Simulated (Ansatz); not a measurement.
From input file to script: C₃H₉NS, SMILES CCNCS in Ansatz 0.2.0.

```yaml
crystal:
  periodic: [false, false, false]
  atoms:
    - { symbol: C, position_ang: [-1.3021, -0.5521, 1.1312] }
    - { symbol: C, position_ang: [0.1619, -0.3908, 1.0431] }
    - { symbol: "N", position_ang: [0.6493, -0.3926, -0.3362] }
    - { symbol: C, position_ang: [0.525, 0.8687, -1.0222] }
    - { symbol: S, position_ang: [1.1172, 0.707, -2.7084] }
    - { symbol: H, position_ang: [-1.6668, -0.5771, 2.1629] }
    - { symbol: H, position_ang: [-1.6776, -1.3953, 0.5929] }
    - { symbol: H, position_ang: [-1.8103, 0.386, 0.687] }
    - { symbol: H, position_ang: [0.6057, -1.2303, 1.6082] }
    - { symbol: H, position_ang: [0.5073, 0.5046, 1.6082] }
    - { symbol: H, position_ang: [0.2369, -1.1431, -0.838] }
    - { symbol: H, position_ang: [-0.5938, 1.1051, -1.0826] }
    - { symbol: H, position_ang: [0.913, 1.7118, -0.5321] }
    - { symbol: H, position_ang: [2.3215, 0.3688, -2.2852] }
basis:
  gaussian: { orbitals: cc-pVDZ }
correlation:
  method: mp2
```

On the command line:
```console
$ ansatz run input.yaml --threads 1 --pin off --max-ram 4096MiB --backend cpu --events-out ev --progress --plain --runs-dir out
Engine: ansatz 0.2.0, x86_64-unknown-linux-gnu
Functional definition: HF
  exchange = exact_x
  correlation = 0
1109 factors; integrals over basis functions are off by at most 1.3e-3 eV
mean field evaluation 1: about -15529.3404 eV, gradient 3.1e1 eV
mean field evaluation 2: about -15529.5486 eV, gradient 3.1e1 eV
mean field evaluation 4: about -15532.3184 eV, gradient 3.9e0 eV
mean field evaluation 8: about -15532.3674 eV, gradient 2.1e-4 eV
mean field -15532.36737966 eV, -570.8039729859 hartree, gradient 5.0e-6 eV, S^2 0.000000; 0 other end points of the search recorded, 0 dependent functions left out
9 core orbitals not correlated: weight in the atoms' cores, before any rotation towards them, 1.000 or more for the frozen orbitals, at most 0.000 for the correlated occupied ones
reference -15532.36737966 eV, -570.8039729859 hartree; 16, 16 occupied and 94, 94 virtual orbitals, 1109 factors
second order -20.14049031 eV of doubles, -0.00000000 eV of singles
Total energy: -15552.50786997 eV, -571.5441223529 hartree
```

`energy_c3h9ns.py`
```python
"""Single point of C3H9NS."""

import json

import ansatz as az

params = {
    "basis": "cc-pVDZ",
    "level": "mp2",
}


def main() -> None:
    geometry_ang = [
        ("C", (-1.3021, -0.5521, 1.1312)),
        ("C", (0.1619, -0.3908, 1.0431)),
        ("N", (0.6493, -0.3926, -0.3362)),
        ("C", (0.525, 0.8687, -1.0222)),
        ("S", (1.1172, 0.707, -2.7084)),
        ("H", (-1.6668, -0.5771, 2.1629)),
        ("H", (-1.6776, -1.3953, 0.5929)),
        ("H", (-1.8103, 0.386, 0.687)),
        ("H", (0.6057, -1.2303, 1.6082)),
        ("H", (0.5073, 0.5046, 1.6082)),
        ("H", (0.2369, -1.1431, -0.838)),
        ("H", (-0.5938, 1.1051, -1.0826)),
        ("H", (0.913, 1.7118, -0.5321)),
        ("H", (2.3215, 0.3688, -2.2852)),
    ]
    system = az.Crystal.molecule()
    for symbol, xyz in geometry_ang:
        system = system.atom(symbol, xyz)

    setup = system.calculation()
    setup = setup.basis(gaussian=params["basis"]).correlation(params["level"])
    res = setup.run(threads=1)
    rep = res.report

    print("reference energy %16.6f eV" % rep["reference_energy_ev"])
    print("total energy     %16.6f eV" % rep["free_energy_ev"])
    print("occupied (up, down):", rep["n_occupied"], " virtual:", rep["n_virtual"], " frozen:", rep["n_frozen"])

    print("correlation energy", round(rep["free_energy_ev"] - rep["reference_energy_ev"], 5), "eV")
    cluster = rep["correlation"].get("coupled_cluster")
    if cluster:
        print("cycles", cluster["cycles"], " T1 diagnostic", round(cluster["t1_diagnostic"], 4), " largest double", round(cluster["largest_double"], 4))

    state = rep["mean_field"]["state"]
    print(f"mean field: {state['energy']['hartree']:.7f} Ha, <S^2> = {abs(state['spin_squared']):.4f}, stability: {state.get('stability', {}).get('kind')}")
    with open("c3h9ns.json", "w") as handle:
        json.dump({k: rep[k] for k in ("free_energy_ev", "reference_energy_ev", "n_occupied", "n_virtual")}, handle, indent=1)


if __name__ == "__main__":
    main()
```

```console
$ python energy_c3h9ns.py
reference energy    -15532.367380 eV
total energy        -15552.507870 eV
occupied (up, down): [16, 16]  virtual: [94, 94]  frozen: 9
correlation energy -20.14049 eV
mean field: -570.8039730 Ha, <S^2> = 0.0000, stability: minimum
```

What to keep in mind:
- The settings weren't tested for convergence.
- The geometry is a force-field or estimated start, not a minimum of this method, and the basis set is short of its limit.
- Inner cores stay frozen, so this is valence correlation.
- S² is that of the Hartree-Fock reference.
- Wall time of the script: 5.4 s on 1 thread of AMD EPYC 7R43 64-Core Processor (Zen 3) (shared host), peak memory 0.27 GiB.

(A comment or docstring line of the script was reworded after the run, the code is as it ran; lines on the test bed's own set-up are left out of the output.)
